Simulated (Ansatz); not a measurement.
System: rock-salt BaS. Method: PBEsol (PAW; Ansatz, a first-principles code).

Settings: plane-wave cutoff 520 eV, 10×10×10 k mesh, Fermi–Dirac smearing 0.01 eV, scalar-relativistic PAW data made under PBE.

The cell is scaled about its equilibrium volume:

| V (Å³/atom) | P (GPa) | direct gap at Γ (eV) | smallest gap on the k mesh (eV) |
|---|---|---|---|
| 29.828 | 3.31 | 3.886 | 1.920 |
| 30.462 | 2.08 | 3.846 | 1.962 |
| 31.097 | 0.98 | 3.737 | 2.002 |
| 31.732 | 0.00 | 3.632 | 2.038 |
| 32.366 | -0.88 | 3.531 | 2.071 |
| 33.001 | -1.67 | 3.435 | 2.101 |
| 33.635 | -2.38 | 3.342 | 2.129 |

The fundamental gap (2.04 eV at the equilibrium volume, with added k points) lies elsewhere than Γ–Γ.

Spin–orbit coupling is not included.
